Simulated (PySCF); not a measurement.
Reproducing measurements on methyl acetate

**What was measured.**

NIST CCCBDB Release 22 (SRD 101), experimental polarizabilities lists, for the gas: mean polarisability 6.811 Å³.

The results are set against them at the end.

Species: methyl acetate, C₃H₆O₂.
SMILES with atom numbers: `[CH3:1][O:2][C:3]([CH3:4])=[O:5]` (hydrogens: H6, H7, H8 on C1; H9, H10, H11 on C4)

Cartesian coordinates in Å at the PBE0-D3(BJ)/def2-SVP level; atoms count from 1:
```xyz
11
C3H6O2 angstrom
C      1.8079    0.3212    0.1604
O      0.4472    0.2624    0.5467
C     -0.4052   -0.1854   -0.3869
C     -1.8118   -0.2170    0.1339
O     -0.0558   -0.5187   -1.4877
H      1.9438    0.9907   -0.7021
H      2.3593    0.7041    1.0272
H      2.1820   -0.6755   -0.1178
H     -2.4968   -0.4893   -0.6764
H     -2.0837    0.7611    0.5551
H     -1.8869   -0.9536    0.9477
```

The PySCF runs (gas phase, on this PBE0-D3(BJ)/def2-SVP geometry; no spin–orbit coupling):

```
              level                                                                            job  basis functions
CAM-B3LYP/def2-SVPD  10 singlets by full TDDFT, 4 Tamm–Dancoff triplets, polarisability, ΔSCF ions              154
  LC-wPBE/def2-SVPD  10 singlets by full TDDFT, 4 Tamm–Dancoff triplets, polarisability, ΔSCF ions              154
       PBE0/6-31+G*             10 singlets by full TDDFT, 4 Tamm–Dancoff triplets, polarisability              102
        PBE0/6-31G*             10 singlets by full TDDFT, 4 Tamm–Dancoff triplets, polarisability               82
   PBE0/aug-cc-pVDZ             10 singlets by full TDDFT, 4 Tamm–Dancoff triplets, polarisability              169
      PBE0/def2-SVP             10 singlets by full TDDFT, 4 Tamm–Dancoff triplets, polarisability              100
     PBE0/def2-TZVP             10 singlets by full TDDFT, 4 Tamm–Dancoff triplets, polarisability              191
    PBE0/def2-TZVPD             10 singlets by full TDDFT, 4 Tamm–Dancoff triplets, polarisability              245
  wB97X-D/def2-SVPD  10 singlets by full TDDFT, 4 Tamm–Dancoff triplets, polarisability, ΔSCF ions              154
```

All basis functions are spherical.

## Comparison

**Mean polarisability.** Measured: 6.811 Å³ (NIST CCCBDB Release 22 (SRD 101), experimental polarizabilities).

```tsv
level	computed (Å³)	computed − measured (Å³)	% (from the printed values)
CAM-B3LYP/def2-SVPD	6.703	-0.108	-2
LC-wPBE/def2-SVPD	6.554	-0.257	-4
PBE0/6-31+G*	6.192	-0.619	-9
PBE0/6-31G*	5.461	-1.350	-20
PBE0/aug-cc-pVDZ	6.854	+0.043	+1
PBE0/def2-SVP	5.543	-1.268	-19
PBE0/def2-TZVP	6.422	-0.389	-6
PBE0/def2-TZVPD	6.851	+0.040	+1
wB97X-D/def2-SVPD	6.685	-0.126	-2
```

The computed values are static and purely electronic, with core orbitals frozen in the response (1 au = 0.148185 Å³). The table of measured values doesn't say here whether a value is static or optical, or holds a vibrational part. The measurement averages over conformers, the calculation has one.

The geometry is computed, not the measured one. Where a level misses, the cause wasn't examined.
